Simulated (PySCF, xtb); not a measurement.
C₄H₁₀, SMILES CC(C)C.

xtb with GFN2-xTB at its own geometry gives an orbital gap of 14.15 eV and a dipole moment of 0.04 D.

Geometry: B3LYP-D3(BJ)/def2-SVP.

**Question.** What does PBE/def2-TZVP run with PySCF give? (An estimate is asked for; the answer gives what the named calculation found.)

**Answer.** gap 7.91 eV (levels -7.57 and 0.34 eV), dipole 0.14 D.
